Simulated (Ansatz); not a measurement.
Start from `N=C(F)CO` and change one atom or group to get `N=C(F)S`.

Ansatz, PBE0-D4/def2-TZVP geometries, multiplicity 1. Each molecule was computed in one conformer, which needn't be the lowest.

```tsv
property	`N=C(F)CO`
LUMO energy (PBE0/def2-TZVPP) / eV	0.13
LUMO energy (B3LYP/def2-TZVPP) / eV	-0.18
zero-point energy (PBE0-D4/def2-TZVP) / kJ/mol	176.0
HOMO energy (ωB97M-V/def2-TZVPP) / eV	-10.90
HOMO–LUMO gap (PBE/def2-TZVPP) / eV	5.87
HOMO energy (PBE/def2-TZVPP) / eV	-6.87
```

(1) What does the change do to each property? (Estimate.)

Results:

(1) Ansatz gave: 
| property | `N=C(F)S` | shift |
| --- | --- | --- |
| LUMO energy (PBE0/def2-TZVPP) / eV | -0.45 | -0.58 |
| LUMO energy (B3LYP/def2-TZVPP) / eV | -0.74 | -0.56 |
| zero-point energy (PBE0-D4/def2-TZVP) / kJ/mol | 87.2 | -88.8 |
| HOMO energy (ωB97M-V/def2-TZVPP) / eV | -10.16 | 0.74 |
| HOMO–LUMO gap (PBE/def2-TZVPP) / eV | 5.32 | -0.55 |
| HOMO energy (PBE/def2-TZVPP) / eV | -6.73 | 0.14 |

With PBE0 the HOMO rises by 0.49 eV and the LUMO falls by 0.58 eV, so the gap narrows by about 1.07 eV. PBE moves the HOMO by 0.14 eV and ωB97M-V by 0.74 eV. The zero-point energy changes by -88.8 kJ/mol with -9 modes.

B3LYP here is the variant with VWN-RPA as its local correlation; programs differ in this.
